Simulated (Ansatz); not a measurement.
# H8S4: the cost of one run

Method: the levels named in each step, in Ansatz 0.2.0.

### Step 1. Starting point

Bond lengths: S1–H5 1.333 Å, S1–H6 1.332 Å, S2–H7 1.343 Å, S2–H8 1.335 Å, S3–H9 1.333 Å, S3–H10 1.331 Å, S4–H11 1.334 Å, S4–H12 1.334 Å. Angles: H5–S1–H6 92.7°, H7–S2–H8 92.8°, H9–S3–H10 92.4°, H11–S4–H12 93.1°.

As a file:

```xyz
12

S    14.3237   14.4916  -11.2670
S   -13.1029    8.7898   -2.0201
S     2.9917    0.6189  -19.9540
S    -4.2228  -23.8957   33.3439
H    15.3404   15.3456  -11.1442
H    14.3071   14.6057  -12.5942
H   -11.9840    8.3676   -1.4091
H   -12.4359    9.6527   -2.7905
H     2.2315   -0.3882  -19.5239
H     2.5188    0.5193  -21.1946
H    -4.1146  -24.5351   32.1783
H    -5.5371  -23.7147   33.2053
```

### Step 2. A rough first relaxation, PBE-D4/def2-SVP

The input, input.yaml:

```yaml
crystal:
  periodic: [false, false, false]
  atoms:
    - { symbol: S, position_ang: [14.32372, 14.49161, -11.26696] }
    - { symbol: S, position_ang: [-13.10285, 8.7898, -2.02007] }
    - { symbol: S, position_ang: [2.99166, 0.61887, -19.95399] }
    - { symbol: S, position_ang: [-4.22279, -23.89566, 33.3439] }
    - { symbol: H, position_ang: [15.34043, 15.34565, -11.14418] }
    - { symbol: H, position_ang: [14.30714, 14.60572, -12.59424] }
    - { symbol: H, position_ang: [-11.98403, 8.36759, -1.4091] }
    - { symbol: H, position_ang: [-12.43588, 9.65272, -2.79052] }
    - { symbol: H, position_ang: [2.23148, -0.38822, -19.52392] }
    - { symbol: H, position_ang: [2.51884, 0.51929, -21.19458] }
    - { symbol: H, position_ang: [-4.11462, -24.53511, 32.17833] }
    - { symbol: H, position_ang: [-5.53712, -23.71475, 33.20527] }
magnetization:
  spin_polarized: true
  initial_magnetization: 1
total_charge: 1
basis:
  gaussian: { orbitals: def2-SVP }
hamiltonian:
  xc: pbe
  dispersion: d4
relax:
  f_tol: 0.03
  max_steps: 200
```

Run with:

```
ansatz run input.yaml --threads 4 --pin off --max-ram 10240MiB --backend cpu --events-out ev --progress --plain --runs-dir out
```

**Question.** How long does this run take on 4 threads of Intel Xeon at 2.50GHz (Skylake/Cascade Lake), shared host, and how much memory does it need?

About 11 s, with a peak of 0.2 GiB.
